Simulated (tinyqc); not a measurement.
Worked calculation: RHF in the sto-3g basis, for HF, spin multiplicity 1. One step of it, computed by the program tinyqc.

Task: Iteration 2: DIIS coefficients. Solve [B -1; -1 0][c; lambda] = [0; -1] for the coefficients, which sum to one.

B (overlaps of the stored error matrices):
```
               1              2
1  1.1264943e+00  2.2570218e-01
2  2.2570218e-01  6.8394103e-02
```

Give: DIIS coefficients.

Result:

DIIS coefficients: -0.2116  1.2116
